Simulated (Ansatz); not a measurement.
Born–Oppenheimer molecular dynamics of H7NOSi (10 atoms, charge 0, multiplicity 1). It starts at the highest image of a converged band. Of that band: Neighbouring images differ by up to 1.3 eV, so the band resolves the path poorly. A vibrational analysis at the climbing image gives one clearly imaginary mode, 1295i cm⁻¹: a first-order saddle point.

Level of theory: RKS PBE0/def2-SVP in Ansatz 0.2.0.

```json
{"ensemble": "NVE (velocity Verlet)", "time step": "0.5 fs", "steps asked": "200", "starting velocities drawn for": "300 K", "seed": "10498"}
```

First frame:

```xyz
10
Properties=species:S:1:pos:R:3
Si -0.309 0.102 -0.070
H -0.038 -0.197 1.671
H 1.189 0.287 -0.085
N -0.771 1.604 -0.739
H -1.732 1.919 -0.781
H -0.096 2.261 -1.107
H -0.460 -1.226 -0.755
O -2.007 -0.078 0.780
H -2.403 -0.937 0.581
H -1.018 -0.234 1.583
```

(1) How far do the bonds stretch over the last three quarters of this one trajectory? (Pairs bonded in most of those frames.)

Results:

(1) 
```csv
bond,mean (Å),spread (Å),shortest,longest
Si1–H3,1.505,0.025,1.46,1.55
Si1–N4,1.721,0.042,1.63,1.82
Si1–H7,1.511,0.017,1.48,1.54
Si1–O8,1.692,0.094,1.54,1.84
H2–H10,0.761,0.010,0.74,0.78
N4–H5,1.013,0.003,1.01,1.02
N4–H6,1.014,0.004,1.01,1.03
O8–H9,0.963,0.010,0.95,0.98
```

Mean temperature of the second half: 1626 K. The conserved energy stayed within 0.083 meV per atom of its start (net change 0.05 meV per atom), so the integration is sound. The kinetic energy rose, since the run started high on the potential surface and went downhill. It ends in pieces (H2 + H5NOSi), so much of that is their flight and rotation, not heat. A run of 0.1 ps of so small a system gives no equilibrium averages. The orbitals stay closed-shell, which can raise the energy where a bond breaks towards radicals; this wasn't checked here.

The run took 3.9 min on 1 thread of AMD EPYC 9R45 96-Core Processor (Zen 5), on a shared host, peak memory 0.18 GiB.
